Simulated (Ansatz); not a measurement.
## Relaxing RbBr3

The calculation used DFT PBE, scalar-relativistic, plane waves, PAW in Ansatz 0.2.0. Cutoff 420 eV, Γ-centred k mesh, Gaussian smearing, no spin polarisation in the final step.

The start puts RbBr3 on the Ni3Sn (D0_19) structure type (P6_3/mmc, No. 194), with Rb in place of Sn, Br in place of Ni, at a guessed volume.

```xyz
8
Lattice="7.2494 0.0000 0.0000 -3.6247 6.2782 0.0000 0.0000 0.0000 5.8188" Properties=species:S:1:pos:R:3 pbc="T T T"
Rb    0.0000    4.1855    1.4547
Rb    3.6247    2.0927    4.3641
Br    3.6247    4.1813    1.4547
Br   -1.8087    5.2297    4.3641
Br    1.8160    1.0485    1.4547
Br    0.0000    2.0969    4.3641
Br    5.4335    1.0485    1.4547
Br    1.8087    5.2297    4.3641
```

Steps on the 6×6×6 mesh (8 atoms). 10 of 15 steps are shown, and the free energy counts from the last. Trial steps that were taken back and renewals of the plane-wave basis can be among the rows.

```
step  ΔF (meV/atom) V (Å³/atom) P (GPa) largest force component (eV/Å)
   1          113.8        33.10     0.04                           0.048
   2          106.1        33.14    -0.03                           0.068
   4           39.6        32.75     0.09                           0.009
   5           19.0        32.59     0.47                           0.081
   6            9.9        33.56     0.14                           0.055
   7            8.2        34.38    -0.10                           0.004
  10            3.4        34.22     0.21                           0.001
  11            1.3        34.97     0.12                           0.000
  12            0.2        35.89     0.04                           0.002
  15            0.0        36.32     0.00                           0.000
```

A final relaxation ran on a 6×6×6 mesh. The relaxed crystal, P6_3/mmc (No. 194):

```
Rb Br
1.0
     6.60193    0.00000    0.00000
    -3.30096    5.71744    0.00000
     0.00000    0.00000    7.69833
Rb Br
2 6
Direct
  0.33333 0.66667 0.25000
  0.66667 0.33333 0.75000
  0.83221 0.66441 0.25000
  0.16779 0.83221 0.75000
  0.33559 0.16779 0.25000
  0.16779 0.33559 0.75000
  0.83221 0.16779 0.25000
  0.66441 0.83221 0.75000
```

```yaml
Volume_per_atom: 36.32 Å³
Density: 3.72 g/cm³
Energy_over_the_elements: -0.62 eV/atom
Gap_on_the_6×6×6_mesh: 0 eV (a metal)
```

Energies over the elements count from the elements' standard structures at the same level, with no empirical corrections.

The final run used a 6×6×6 mesh on its 8-atom cell and 0.10 eV smearing. For metals, differences of a few meV/atom aren't resolved.

A structure relaxed within its symmetry needn't be a true minimum.

Cost: 3 runs of about 5.2 core-minutes in all, on Arm Neoverse V2 (shared hosts).